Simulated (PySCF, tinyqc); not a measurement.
Inside a calculation. Method: LCCD on RHF in the sto-3g basis, frozen core, for BH, spin multiplicity 1. The lowest restricted solution is unstable here: a spin-polarised one lies 0.0058 hartree lower (PySCF). One step of it, computed by the program tinyqc.

Problem. LCCD: starting amplitudes. t_ij^ab = <ij||ab> / (e_i + e_j - e_a - e_b), whose energy is MP2.

orbital energies (hartree): MO1 -7.366435, MO2 -0.491202, MO3 -0.245551, MO4 0.257830, MO5 0.257830, MO6 0.456916

Two-electron integrals over orbitals (pq|rs), unique and non-zero (hartree); the lowest 1 orbital is frozen and left out:
```
(22|22) 0.491073    (32|22) -0.034315   (32|32) 0.112619    (33|22) 0.437046
(33|32) 0.029872    (33|33) 0.491866    (42|42) 0.076956    (43|42) 0.043965
(43|43) 0.045234    (44|22) 0.465102    (44|32) 0.072956    (44|33) 0.456761
(44|44) 0.586773    (52|52) 0.076956    (53|52) 0.043965    (53|53) 0.045234
(54|54) 0.031630    (55|22) 0.465102    (55|32) 0.072956    (55|33) 0.456761
(55|44) 0.523513    (55|55) 0.586773    (62|22) 0.043620    (62|32) 0.037036
(62|33) -0.009152   (62|44) 0.088523    (62|55) 0.088523    (62|62) 0.103490
(63|22) 0.008817    (63|32) -0.100987   (63|33) -0.040656   (63|44) -0.078846
(63|55) -0.078846   (63|62) -0.061440   (63|63) 0.120048    (64|42) 0.030782
(64|43) 0.001669    (64|64) 0.027665    (65|52) 0.030782    (65|53) 0.001669
(65|65) 0.027665    (66|22) 0.503796    (66|32) -0.060809   (66|33) 0.462160
(66|44) 0.449320    (66|55) 0.449320    (66|62) 0.013694    (66|63) 0.034551
(66|66) 0.556603
```

Give: Starting amplitudes; correlation energy.

Solution.

Starting amplitudes (spin orbitals 1a, 1b, ...; amplitudes related by a flip of all spins are not repeated):
```
from      to        t
3a 3b  6a 6b  -0.0854
2a 2b  6a 6b  -0.0546
2a 2b  5a 5b  -0.0514
2a 2b  4a 4b  -0.0514
3a 3b  4a 4b  -0.0449
3a 3b  5a 5b  -0.0449
2a 3b  6a 6b   0.0372
2a 3b  4a 4b  -0.0351
2a 3b  5a 5b  -0.0351
```

correlation energy = -0.038625 hartree
